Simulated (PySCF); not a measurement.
Compound: Si2H6.
Numbering: `[SiH3:1][SiH3:2]` (hydrogens: H3, H4, H5 on Si1; H6, H7, H8 on Si2)

Level: wB97X-D/pcSseg-2 in PySCF, non-relativistic, on one gas-phase PBE0-D3(BJ)/def2-TZVP geometry that isn't relaxed in the solvent. The solvent is an IEF-PCM continuum (Bondi radii, 1.10 Å for H, scaled by 1.2). The model holds no explicit solvent molecules, cavitation or dispersion.

Gas phase at wB97X-D/pcSseg-2: HOMO -10.23 eV, LUMO 1.96 eV, dipole 0.01 D.

**Question.** What does the continuum do to the energy, the frontier levels and the dipole at wB97X-D/pcSseg-2 in chloroform?

**Answer.** 
```csv
solvent,ε,E(solvent) − E(gas) (kcal/mol),polarisation term (kcal/mol),distortion of the solute (kcal/mol),HOMO (eV),LUMO (eV),dipole (D)
chloroform,4.711,-0.16,-0.17,0.01,-10.12,2.04,0.01
```

The polarisation term is half the interaction of the solute with the surface charges that it induces; the rest is the cost of distorting the solute's density. The sum is the electrostatic part of solvation alone.

The pairwise dispersion term of wB97X-D wasn't added to the energies; at a given geometry it leaves orbitals and properties as they are.
